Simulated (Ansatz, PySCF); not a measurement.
Potential energy surface of F₄Si, singlet: flattening of a tetrahedron along the D2d path, bond length relaxed. Scanned: the two opposite F-Si-F angles (109.47 = tetrahedral, 180 = square planar). Other coordinates (Si-F bond length) were minimised at PBE0/def2-TZVP.

Levels of theory: RKS-PBE/aug-cc-pVTZ = Ansatz (a first-principles code) with restricted PBE/aug-cc-pVTZ; PBE0/def2-TZVP, density fitting (PySCF); CCSD(T)/aug-cc-pVTZ = Ansatz with CCSD(T) on RHF/aug-cc-pVTZ, frozen core.

Energies relative to the lowest point of each profile, in kJ/mol; the last columns give the difference from CCSD(T):

```tsv
a / °	RKS-PBE/aug-cc-pVTZ	PBE0	CCSD(T)/aug-cc-pVTZ	RKS-PBE/aug-cc-pVTZ − CCSD(T)/aug-cc-pVTZ	PBE0 − CCSD(T)/aug-cc-pVTZ
90	74.0	81.5	80.4	-6.4	1.1
96.50	29.9	32.9	32.5	-2.6	0.4
101.50	10.6	11.6	11.5	-0.9	0.2
106.34	1.6	1.7	1.7	-0.1	0.0
109.47	0.0	0.0	0.0	0.0	0.0
116.50	7.0	7.5	7.6	-0.6	-0.1
123	23.8	26.0	26.0	-2.2	-0.1
133	63.5	70.1	69.8	-6.3	0.3
143	112.6	124.8	124.0	-11.4	0.8
153	162.7	180.6	179.7	-17.0	0.8
163	205.0	227.7	227.4	-22.4	0.3
173	231.4	257.1	257.5	-26.2	-0.5
180	237.0	263.4	264.1	-27.1	-0.7
```

RKS-PBE/aug-cc-pVTZ is furthest from CCSD(T)/aug-cc-pVTZ at 180 (-27.1 kJ/mol, below); its mean absolute difference over the points is 9.5 kJ/mol.

PBE0 is furthest from CCSD(T)/aug-cc-pVTZ at 90 (1.1 kJ/mol, above); its mean absolute difference over the points is 0.4 kJ/mol.
